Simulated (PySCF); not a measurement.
**Electronic absorption of C3H4O3**

Compound: C3H4O3.
Numbering: `[O:1]=[C:2]([OH:3])[C@@H:4]1[CH2:5][O:6]1` (hydrogens: H7 on O3; H8 on C4; H9, H10 on C5)

Cartesian coordinates in Å at the PBE0-D3(BJ)/def2-SVP level; atoms count from 1:
```xyz
10
C3H4O3 angstrom
O      1.5894   -1.5520    0.4673
C      1.0824   -0.4637    0.4063
O      1.7301    0.6381    0.0214
C     -0.3577   -0.2135    0.7234
C     -1.1698    0.6521   -0.1468
O     -0.7356    1.0825    1.1121
H      2.6372    0.3653   -0.1852
H     -0.8288   -1.0475    1.2562
H     -0.6950    1.1385   -1.0078
H     -2.2418    0.4376   -0.2436
```

Level of theory: TDDFT PBE0/def2-SVPD, vertical, gas phase, core orbitals frozen in the response (PySCF).

What does the calculation give for the low-lying excited states?

| state | E (eV) | E (kJ/mol) | λ (nm) | f | main configurations (H = HOMO, L = LUMO) |
| --- | --- | --- | --- | --- | --- |
| S1 | 5.61 | 542 | 220.8 | 0.0003 | H→L (86%), H-1→L (12%) |
| S2 | 6.68 | 645 | 185.5 | 0.0091 | H-1→L (83%), H→L (13%) |
| S3 | 7.45 | 719 | 166.3 | 0.081 | H→L+1 (84%), H-2→L (9%) |
| S4 | 7.88 | 761 | 157.2 | 0.184 | H-2→L (63%), H-3→L (16%) |
| S5 | 8.14 | 785 | 152.3 | 0.020 | H-1→L+1 (46%), H→L+2 (27%), H-3→L (16%) |
| S6 | 8.31 | 802 | 149.1 | 0.038 | H→L+3 (33%), H→L+4 (26%), H→L+2 (15%) |
| S7 | 8.40 | 810 | 147.6 | 0.011 | H→L+2 (46%), H-3→L (20%), H→L+3 (11%) |
| S8 | 8.46 | 816 | 146.6 | 0.082 | H-3→L (29%), H-1→L+1 (19%), H→L+3 (16%) |
| S9 | 8.55 | 825 | 144.9 | 0.0027 | H-2→L+1 (75%), H-3→L+1 (13%) |
| S10 | 8.63 | 833 | 143.7 | 0.0045 | H→L+4 (56%), H→L+3 (28%) |

Triplets (Tamm–Dancoff): T1 5.08 eV, H→L (82%), H-1→L (15%); T2 5.92 eV, H-2→L (70%), H-3→L (22%); T3 6.37 eV, H-1→L (80%), H→L (15%); T4 7.06 eV, H-3→L (71%), H-2→L (22%).

The lowest singlet lies at 5.61 eV (221 nm, ultraviolet) and is dark (f under 0.0005); its leading configuration is HOMO→LUMO (86%). The most intense listed level is S4 at 7.88 eV (157 nm, f = 0.184), 2.27 eV above S1. Löwdin shares by element: HOMO oxygen 78%, carbon 7% or more (atoms not listed hold the other 15%); LUMO carbon 43% or more, oxygen 38% or more (atoms not listed hold the other 19%). Orbital energies (eV): HOMO-3 -10.00, HOMO-2 -9.47, HOMO-1 -8.98, HOMO -8.30, LUMO -0.58, LUMO+1 0.36, LUMO+2 1.11. The oscillator strengths of these states sum to 0.433; summed over the whole spectrum of an exact calculation they would give the number of electrons, 46 (Thomas–Reiche–Kuhn). Weighted by f, the mean energy of these states is 7.96 eV. The vertical ionisation energy (ΔSCF) is 10.50 eV, 1.87 eV above S10. The window holds the lowest 10 singlets.

One conformer stands for the species.
